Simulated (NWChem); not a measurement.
System: SiF₄; SMILES F[Si](F)(F)F

```xyz
5

F      1.3593     0.7380     0.3513
Si     0.0000     0.0000     0.0000
F     -1.1101     1.0765    -0.3530
F     -0.4734    -0.8582     1.2471
F      0.2241    -0.9563    -1.2454
```
Atoms are numbered in this order, from 1.

All runs use the structure optimised with PBE0/def2-SVP.

Q: List the 6 lowest vertical singlet excitations from PBE0/aug-cc-pVDZ, TDA (NWChem).

A: 
```csv
state,energy (eV),oscillator strength,leading excitation (squared amplitude)
S1,10.53,0.000,HOMO → LUMO (0.96)
S2,10.53,0.000,HOMO−1 → LUMO (0.97)
S3,10.53,0.000,HOMO−2 → LUMO (0.96)
S4,11.62,0.194,HOMO−3 → LUMO (0.96)
S5,11.62,0.194,HOMO−4 → LUMO (0.96)
S6,11.62,0.194,HOMO−5 → LUMO (0.96)
```
